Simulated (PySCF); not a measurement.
Gas-phase reaction: 2 BHCl2 + Cl2 → 2 BCl2 + 2 HCl. Level: PBE0/def2-QZVP†; standard pressure 1 bar.

Computed with PySCF and rigid-rotor harmonic-oscillator thermochemistry at 1 bar. † marks an energy on the PBE0/def2-TZVP geometry and frequencies. Open shells (unrestricted): BCl2 (multiplicity 2); the rest are closed-shell singlets. The harmonic model lacks anharmonicity and excited electronic states, which grow with temperature; levels with a mode under 35 cm⁻¹ are left out.

```csv
T (K),1000/T (1/K),log10 K
500,2.0000,-16.58
600,1.6667,-12.42
800,1.2500,-7.23
1000,1.0000,-4.12
1200,0.8333,-2.07
1400,0.7143,?
```

Task: Fit log10 K = a + b·(1000/T) to the five rows, get the mean ΔH° and ΔS°, and predict log10 K at 1400 K.

Result: Means: 1000/T = 1.3500, log10 K = -8.484. Sums of products about the means: Sxy = -11.47584, Sxx = 0.922278, so b = Sxy/Sxx = -12.44 and a = -8.484 − (-12.44)×1.3500 = 8.31.
ΔH° = −R ln 10 × 1000 K × b = −19.145 × (-12.44) = 238 kJ; ΔS° = R ln 10 × a = 159 J/K. The run's own values go from 239 kJ and 160 J/K at 500 K to 233 kJ and 154 J/K at 1400 K.
Prediction at 1400 K: 8.31 + (-12.44)×0.7143 = -0.58. The computed value is -0.62, 0.04 from the line.
For scale, ΔH°(298 K) is 237 kJ at this level, 276 kJ at ωB97M-V/def2-TZVP†, and runs from 161 to 407 kJ over the 20 levels computed.
